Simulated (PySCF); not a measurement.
Species: C₃H₅N₃.
InChI=1S/C3H5N3/c1-6-4-2-3-5-6/h2-3H,1H3

Linear response at CAM-B3LYP/def2-SVPD (PySCF, frozen core in the response, non-relativistic). Geometry: PBE0-D3(BJ)/def2-SVP; no solvent, vibrations or thermal averaging.

Static isotropic polarisability: 54.73 au (8.11 Å³), principal values 38.0, 55.4, 70.8 au.

(1) What is the polarisability at 1064 nm and at the sodium D line?

(2) What is the isotropic C6 coefficient between two such molecules, C6 = (3/π)∫α(iω)² dω?

(3) Which effective excitation energy ω̄ makes London's formula C6 = (3/4)α²ω̄ exact here?

(4) What n − 1 at the D line would an ideal gas of it have at 273.15 K and 1 atm (2.6868 × 10¹⁹ cm⁻³), by n − 1 = 2π·N·α′?

(5) The lowest 6 singlets have (eV, f): 6.53, 0.000; 6.58, 0.185; 7.45, 0.009; 7.49, 0.021; 7.56, 0.054; 8.16, 0.001. What share of the static polarisability do they carry in the sum over states α = Σ f/ω²?

(6) What molar refraction at the D line follows from R = (4π/3)·N_A·α′, with α′ the polarisability volume?

(7) What three-body coefficient follows from the one-pole estimate C9 = (3/4)·α·C6?

(8) What does −C6/R⁶ come to at R = 10 Å between centres?

## Answers

(1) 55.19 au at 1064 nm (+0.9 %), 56.30 au at 589.3 nm (+2.9 %). The rise at 589.3 nm is 3.39 times that at 1064 nm; a pure ω² law gives 3.26. The lowest singlet lies at 190 nm, shorter than both wavelengths.

(2) 1296 au (Eh·bohr⁶) by a ten-point quadrature over imaginary frequencies, which is 774 eV·Å⁶ or 74.7 J·nm⁶/mol.

(3) ω̄ = 4·C6/(3α²) = 0.577 Eh = 15.7 eV. A one-pole form α(ω) = α/(1 − ω²/ω̄²) fitted to the 1064 nm value gives 12.7 eV.

(4) 14.09 × 10⁻⁴, a formal value whether or not that pressure can be reached.

(5) 4.25 au, 7.8 % of α; the largest term, 3.15 au, is that of the state at 6.58 eV. Their oscillator strengths add up to 0.27. Higher states carry the rest.

(6) α′ = 8.34 Å³ gives R = 21.05 cm³/mol, for isolated, non-vibrating species.

(7) 53200 au. This is an estimate from the two numbers above, not a computed integral.

(8) -75 J/mol. This is the leading, orientation-averaged term; C8 and higher terms are left out.

Time: 18 s of wall time; peak memory 0.78 GiB. Hardware: Arm Neoverse V2, one thread, on a shared host. This is the whole response run at CAM-B3LYP/def2-SVPD, SCF included.
